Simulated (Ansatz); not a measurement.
Geometry optimisation, UKS r2SCAN-D4/6-31G* in Ansatz.

Input file:

```yaml
crystal:
  periodic: [false, false, false]
  atoms:
    - { symbol: B, position_ang: [0.0, 0.0, 0.0] }
    - { symbol: H, position_ang: [0.0, 0.0, 1.44] }
    - { symbol: H, position_ang: [1.0305, 0.0, -0.595] }
    - { symbol: H, position_ang: [-1.0305, 0.0, -0.595] }
    - { symbol: F, position_ang: [0.0, 0.0, 2.66] }
magnetization:
  spin_polarized: true
  initial_magnetization: 1
basis:
  gaussian: { orbitals: "6-31G*" }
hamiltonian:
  xc: r2scan
  dispersion: d4
relax:
  f_tol: 0.15
  max_steps: 25
  restrain:
    - { distance: [1, 4], at: 2.12, k: 30.0 }
    - { distance: [0, 1], at: 1.19, k: 30.0 }
output:
  orbitals: {}
```

Command:

```bash
$ ansatz run input.yaml --threads 1 --pin off --max-ram 2048MiB --backend cpu --events-out ev --progress --plain --runs-dir out
```

Q: Where does it end, and by what steps?

A: The run converged. The restraints hold the end off the free minimum; the threshold counts their pulls, which the force column leaves out. Restrained pairs: H2–F5 (1.22 → 2.11 Å), B1–H2 (1.44 → 1.20 Å). After 3 steps the energy has risen by 0.521 eV (the restraints' own energy left out); F5 moved furthest, 0.56 Å.

```json
{"step": "0", "energy less start (eV)": "0.0000", "largest force component (eV/Å)": "1.748", "accepted": "yes"}
{"step": "1", "energy less start (eV)": "0.2722", "largest force component (eV/Å)": "0.709", "accepted": "yes"}
{"step": "2", "energy less start (eV)": "0.5308", "largest force component (eV/Å)": "2.437", "accepted": "yes"}
{"step": "3", "energy less start (eV)": "0.5207", "largest force component (eV/Å)": "0.493", "accepted": "yes"}
```

```xyz
5
Properties=species:S:1:pos:R:3
B 0.000 0.000 -0.088
H 0.000 0.000 1.112
H 1.051 0.000 -0.668
H -1.051 0.000 -0.668
F 0.000 0.000 3.221
```

The run took 3.7 s on 1 thread of AMD EPYC 9R45 96-Core Processor (Zen 5) (shared host), peak memory 0.15 GiB.
